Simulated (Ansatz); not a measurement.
The same path of C₂HN (4 atoms, charge 0, multiplicity 1) was run twice with different band settings. Lost on the way: N3–H4. Made: C1–H4.

Theory: RHF/def2-SVP in Ansatz 0.2.0.

Relaxed end points:

```xyz
4
Properties=species:S:1:pos:R:3
C -0.292 -0.520 0.907
C 1.025 -0.123 0.333
N -0.132 0.116 -0.223
H -0.602 0.526 -1.016
```

```xyz
4
Properties=species:S:1:pos:R:3
C -0.100 0.134 -0.253
C 1.048 -0.183 0.445
N -0.224 -0.483 0.848
H -0.723 0.532 -1.040
```

Common settings: movable images 5; climbing image yes; optimiser quadratic models (default); start path through a guess of the saddle point; force threshold 0.05 eV/Å; iteration limit 60; end points relaxed.

| run | spring |
| --- | --- |
| 1 | 5.0 eV/Å² |
| 2 | 20.0 eV/Å² |

(1) What does each run give, and how far can it be trusted?

Answers

(1) Run 1: converged after 22 iterations, highest image 2.001 eV above the first end. Neighbouring images differ by up to 1.6 eV, so the band resolves the path poorly. A vibrational analysis at the climbing image gives one clearly imaginary mode, 1018i cm⁻¹: a first-order saddle point.
Run 2: converged after 24 iterations, highest image 2.001 eV above the first end. Neighbouring images differ by up to 1.6 eV, so the band resolves the path poorly. Another band between the same ends (5 images) ends at a top of the same energy, where a vibrational analysis finds 1 clearly imaginary mode.
The orbitals stay closed-shell, which can raise the energy where a bond breaks towards radicals; this wasn't checked here.
